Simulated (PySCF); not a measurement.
Compound: acetamide, C2H5NO.
Cartesian coordinates in Å at the GFN2-xTB level; atoms count from 1:
```
atom  x, y, z in Å
C1    -1.0962   -0.0122    0.0826
C2     0.2761    0.4578   -0.3513
N3     1.2875   -0.3121    0.1216
O4     0.4750    1.4240   -1.0487
H5    -1.1874    0.0703    1.1636
H6    -1.2459   -1.0507   -0.2037
H7    -1.8545    0.6059   -0.3881
H8     2.2354   -0.0683   -0.1107
H9     1.1236   -1.1087    0.7096
```

Method: PySCF 2.14.0, delta-SCF UKS SCAN, pcX-2 on the ionised atom, pcseg-1 elsewhere, spin-free X2C. The ground state was rerun for each ionised atom, in the same mixed basis as its hole state.

```tsv
ionised atom	basis functions	E(ground) (Eh)	E(ionised) (Eh)
C1	112	-209.22120	-198.52188
C2	112	-209.22801	-198.42439
N3	112	-209.23249	-194.30871
O4	112	-209.24771	-189.51240
```

Q: Turn these total energies into binding energies.

A: E(ionised) − E(ground), at 27.2114 eV a hartree:

```tsv
atom	environment	difference (Eh)	binding energy (eV)
C1	methyl carbon next to a carbonyl	10.69932	291.14
C2	amide carbonyl carbon	10.80362	293.98
N3	amide nitrogen	14.92378	406.10
O4	amide oxygen	19.73531	537.03
```

Q: How much do the ground-state energies differ, and what would follow from using one of them for all holes?

A: They run from -209.2477 Eh (core basis on O4) to -209.2212 Eh (on C1), 0.0265 Eh or 0.72 eV apart, though the state is the same; only basis and grid differ. Pairing the ion of C1 with the ground state of O4 would put its binding energy 0.72 eV too high.

Only 1s holes are shown. Isolated species at its GFN2-xTB geometry, gas phase.
